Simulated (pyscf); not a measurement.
`[O][OH]` [doublet] + `[CH4]` → `[O][OH]` [doublet] + `[CH4]` (concerted two-bond exchange; doublet surface; H–O, C–H broken, H–O, C–H formed). Structures and frequencies: ωB97X-D3(BJ)/def2-SVP in PySCF. MP2 and CC: frozen core, UHF for open shells. ΔMP2 is the change of the MP2 total energy from the triple- to the quadruple-zeta basis. Energies in eV from the separated reactants.

| level | barrier | reaction energy |
|---|---|---|
| PBE/def2-TZVP | 1.21 | 0.00 |
| r²SCAN/def2-TZVP | 1.40 | 0.00 |
| B3LYP-D3(BJ)/def2-TZVP | 1.66 | 0.00 |
| HF/def2-TZVP | 3.19 | 0.00 |
| MP2/def2-QZVPP | 1.42 | 0.00 |
| CCSD(T)/def2-TZVPP | 1.81 | 0.00 |
| CCSD(T)/def2-TZVPP + ΔMP2(QZVPP) | (withheld) | 0.00 |

Q: Complete the blanks.

A: 
- CCSD(T)/def2-TZVPP + ΔMP2(QZVPP), barrier: 1.80

The same reactants have a lower exit, to HO–OH + CH₃• (barrier +1.21 eV at ωB97M-D3(BJ), against +1.73 eV here). This is the saddle that the search found; another between the same sides may lie lower. The CCSD(T) − MP2 part came from Ansatz, without density fitting, on the same reference.
